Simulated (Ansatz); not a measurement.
**Basis-set limit of CN, doublet**

```xyz
2

C     1.2459   -1.6035    0.7247
N     1.5749   -2.7191    0.8223
```

Ansatz 0.2.0, UHF determinant, valence electrons correlated. Energies in eV.

```json
{"set": "def2-TZVPP", "X": "3", "functions": "62", "Hartree–Fock": "-2509.9439", "MP2 correlation": "-7.4572", "CCSD(T) correlation": "-8.9641", "time": "3.3 s on 1 × NVIDIA H100 80GB HBM3 with 2 threads of AMD EPYC 7R13 Processor (Zen 3), with other jobs on the host"}
{"set": "def2-QZVPP", "X": "4", "functions": "114", "Hartree–Fock": "-2510.0419", "MP2 correlation": "-7.9909", "CCSD(T) correlation": "-9.4595", "time": "4.6 s on 1 × NVIDIA H100 80GB HBM3 with 2 threads of AMD EPYC 7R13 Processor (Zen 3) (shared host)"}
```

Hartree–Fock is taken to follow E(X) = E∞ + A·exp(−7.88·√X), correlation E(X) = E∞ + B·X^−2.97.

Cautions: strong correlation; ⟨S²⟩ of the determinant is 1.14 against 0.75, spin contaminated.

Work out the CCSD(T) energy at the limit, and how far the shortcut misses it that extrapolates MP2 and adds CCSD(T) minus MP2 from the smaller set.

Hartree–Fock: E∞ = E4 + 0.1377·(E4 − E3) = -2510.0554. Correlation: E∞ = E4 + 0.7407·(E4 − E3) = -9.8264 for CCSD(T) and -8.3863 for MP2. The limit is -2519.8818 eV, 0.380 eV below def2-QZVPP. The shortcut gives a correlation energy of -8.3863 + (-1.5069) = -9.8933, 67 meV lower than the direct value.
